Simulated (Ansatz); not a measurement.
Results of Hartree–Fock (Ansatz, a first-principles code, PAW) for cubic perovskite KTaO3.

Numerical settings: plane-wave cutoff 460 eV, 6×6×6 k mesh, Fermi–Dirac smearing 0.01 eV, scalar-relativistic PAW data made under PBE.

Energies at three volumes about the minimum:

```tsv
V (Å³/atom)	E − E_lowest (meV/atom)
12.392	6.39
12.776	0.00
13.028	4.94
```

Q: Fit a parabola by hand: where is the minimum, what lattice constant follows, and what is the bulk modulus?

A: Slopes: (0.00 − 6.39)/(12.776 − 12.392) = -16.641 and (4.94 − 0.00)/(13.028 − 12.776) = 19.603 meV/Å³. Curvature E″ = 2 × (19.603 − (-16.641))/(13.028 − 12.392) = 113.975 meV/Å⁶. From the middle of the first interval, the slope vanishes at V0 = 12.5840 − (-16.641)/113.975 = 12.730 Å³/atom. B = V0 E″ = 12.730 × 113.975 meV/Å³ × 0.1602 GPa per meV/Å³ = 232 GPa. With 5 atoms in the cube, a = (5 × 12.730)^(1/3) = 3.993 Å. The full Birch–Murnaghan fit to all volumes gives V0 = 12.723 Å³/atom and B0 = 233 GPa.

Measured, for comparison: bulk modulus 220 GPa (temperature not stated, not corrected to a static lattice; as tabulated in Tinte et al. (1998), arXiv:cond-mat/9809379). Computed less measured: bulk modulus +6 %. A static lattice is as a rule a little smaller and stiffer than an uncorrected measurement, which can account for part of this in the bulk modulus.

Note: the relaxation could not lower the start's symmetry, so the cell can be a saddle point above a distorted one.
